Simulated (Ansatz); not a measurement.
CCSD(T) forces

F2, singlet, displaced at random from a GFN2-xTB minimum.

```
atom    x (Å)    y (Å)    z (Å)
  F1  -0.6142   0.2484  -0.2957
  F2   0.6073  -0.2141   0.3089
```

Program: Ansatz 0.2.0. Basis: def2-TZVPP. Cores are frozen in the correlated methods.

CCSD(T) forces from the calculation:
| atom | Fx | Fy | Fz (eV/Å) |
| --- | --- | --- | --- |
| F1 | 0.511 | -0.194 | 0.253 |
| F2 | -0.511 | 0.194 | -0.253 |

Root-mean-square difference of the force components from those of CCSD(T): PBE0-D4 0.935; wB97M-V 0.843; r2SCAN-D4 0.450; PBE-D4 0.137; B97M-V 0.548; LC-wPBE 1.075 eV/Å.

The T1 diagnostic stays at or below 0.013. The restricted Hartree–Fock reference is unstable towards an unrestricted one here. A large double-excitation amplitude points to some diradical character; no triplet was computed. These are differences at one structure, and CCSD(T) in triple zeta is itself an approximation.

For scale, one of the runs: CCSD(T)/def2-TZVPP forces, 62 basis functions (an equivalent command: `ansatz run in.yaml --threads 4`). Hardware: 4 CPU threads, shared host. Wall time about 1.1 s.
